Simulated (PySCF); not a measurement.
## diethyl sulfide: calculation against experiment

**Measured values to compare with.**

From NIST CCCBDB Release 22 (SRD 101), experimental polarizabilities, for the gas: mean polarisability 10.549 Å³.

The runs below try to reproduce these values; the comparison stands at the end.

Species: diethyl sulfide, C4H10S.
SMILES with atom numbers: `[CH3:1][CH2:2][S:3][CH2:4][CH3:5]` (hydrogens: H6, H7, H8 on C1; H9, H10 on C2; H11, H12 on C4; H13, H14, H15 on C5)

Cartesian coordinates in Å at the PBE0-D3(BJ)/def2-SVP level; atoms count from 1:
```
atom  x, y, z in Å
C1    -1.9846    0.2757   -0.2561
C2    -0.8646    1.1896    0.2032
S3     0.1909    0.5056    1.5123
C4     0.9740   -0.8979    0.6683
C5     1.8924   -0.5219   -0.4788
H6    -2.6144   -0.0302    0.5924
H7    -2.6221    0.7849   -0.9967
H8    -1.5958   -0.6374   -0.7323
H9    -1.2717    2.1086    0.6536
H10   -0.2375    1.5134   -0.6433
H11    1.5384   -1.3991    1.4703
H12    0.1992   -1.6119    0.3450
H13    2.3808   -1.4177   -0.8948
H14    1.3415   -0.0389   -1.3004
H15    2.6741    0.1758   -0.1434
```

Runs made with PySCF (gas phase, on this PBE0-D3(BJ)/def2-SVP geometry; no spin–orbit coupling):

```csv
level,job,basis functions,wall time
CAM-B3LYP/def2-SVPD,"10 singlets by full TDDFT, 4 Tamm–Dancoff triplets, polarisability, ΔSCF ions",187,44 s
B3LYP/def2-SVPD,"10 singlets by full TDDFT, 4 Tamm–Dancoff triplets, polarisability, ΔSCF ions",187,37 s
BHandHLYP/def2-SVPD,"10 singlets by full TDDFT, 4 Tamm–Dancoff triplets, polarisability, ΔSCF ions",187,38 s
HF/def2-SVPD,"10 singlets by TDHF, 4 Tamm–Dancoff triplets, polarisability, ΔSCF ions",187,11 s
LC-wPBE/def2-SVPD,"10 singlets by full TDDFT, 4 Tamm–Dancoff triplets, polarisability, ΔSCF ions",187,57 s
LDA/def2-SVPD,"10 singlets by full TDDFT, 4 Tamm–Dancoff triplets, polarisability, ΔSCF ions",187,33 s
PBE/def2-SVPD,"10 singlets by full TDDFT, 4 Tamm–Dancoff triplets, polarisability, ΔSCF ions",187,48 s
PBE0/6-31G*,"10 singlets by full TDDFT, 4 Tamm–Dancoff triplets, polarisability",94,9.0 s
PBE0/def2-SVP,"10 singlets by full TDDFT, 4 Tamm–Dancoff triplets, polarisability",124,12 s
PBE0/def2-SVPD,"10 singlets by full TDDFT, 4 Tamm–Dancoff triplets, polarisability, ΔSCF ions",187,37 s
PBE0/def2-TZVP,"10 singlets by full TDDFT, 4 Tamm–Dancoff triplets, polarisability",221,28 s
wB97X-D/def2-SVPD,"10 singlets by full TDDFT, 4 Tamm–Dancoff triplets, polarisability, ΔSCF ions",187,43 s
```

Hardware: an Arm Neoverse V1 with one thread, shared host.

All basis functions are spherical.

**Comparison with experiment**

**Mean polarisability.** Measured: 10.549 Å³ (NIST CCCBDB Release 22 (SRD 101), experimental polarizabilities).

| level | computed (Å³) | computed − measured (Å³) | % (from the printed values) |
| --- | --- | --- | --- |
| CAM-B3LYP/def2-SVPD | 10.718 | +0.169 | +2 |
| B3LYP/def2-SVPD | 10.914 | +0.365 | +3 |
| BHandHLYP/def2-SVPD | 10.536 | -0.013 | 0 |
| HF/def2-SVPD | 10.202 | -0.347 | -3 |
| LC-wPBE/def2-SVPD | 10.392 | -0.157 | -1 |
| LDA/def2-SVPD | 11.393 | +0.844 | +8 |
| PBE/def2-SVPD | 11.219 | +0.670 | +6 |
| PBE0/6-31G* | 8.842 | -1.707 | -16 |
| PBE0/def2-SVP | 9.014 | -1.535 | -15 |
| PBE0/def2-SVPD | 10.790 | +0.241 | +2 |
| PBE0/def2-TZVP | 10.295 | -0.254 | -2 |
| wB97X-D/def2-SVPD | 10.672 | +0.123 | +1 |

Closest is BHandHLYP/def2-SVPD (-0.013 Å³), furthest PBE0/6-31G* (-1.707 Å³); one molecule doesn't rank methods. The computed values are static and purely electronic, with core orbitals frozen in the response (1 au = 0.148185 Å³). The table of measured values doesn't say here whether a value is static or optical, or holds a vibrational part. The measurement averages over conformers, the calculation has one.

No measured geometry was used, and the causes of the misses weren't examined.
